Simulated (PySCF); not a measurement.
Species: C₂H₄NO, net charge -1, singlet state. It need not be the lowest isomer of its formula. Whether it binds its extra electron was not tested at this geometry. SMILES: [CH2-]C(N)=O
Structure (B3LYP-D3(BJ)/def2-TZVP (Ansatz) minimum search):
```
C
O 1 1.2588
C 1 1.3849 2 129.27
H 3 1.0817 1 119.54 2 3.62
H 3 1.0842 4 118.47 1 -172.10
N 1 1.4665 2 114.71 3 179.20
H 6 1.0135 1 106.60 2 27.33
H 6 1.0140 7 109.38 1 -120.05
```
Charge -1, spin multiplicity 1.

Dispersion corrections to the total energy (kcal/mol) from the dftd3 and dftd4 libraries through PySCF: D3(BJ) without and D4 with the three-body term, each with the damping fitted for the functional named.

```json
[
 {"functional": "BHLYP", "D3(BJ)": "-3.69", "D4": "-3.46"},
 {"functional": "r2SCAN", "D3(BJ)": "-0.76", "D4": "-0.79"},
 {"functional": "HSE06", "D3(BJ)": "-1.68", "D4": "-2.45"},
 {"functional": "BP86", "D3(BJ)": "-4.26", "D4": "-4.13"},
 {"functional": "revPBE", "D3(BJ)": "[?]", "D4": "-12.19"},
 {"functional": "B3LYP", "D3(BJ)": "[?]", "D4": "-5.21"},
 {"functional": "PBE", "D3(BJ)": "[?]", "D4": "-3.25"}
]
```

Q: Complete the blanks.

A: 
- revPBE, D3(BJ): -7.81
- B3LYP, D3(BJ): -4.91
- PBE, D3(BJ): -2.91
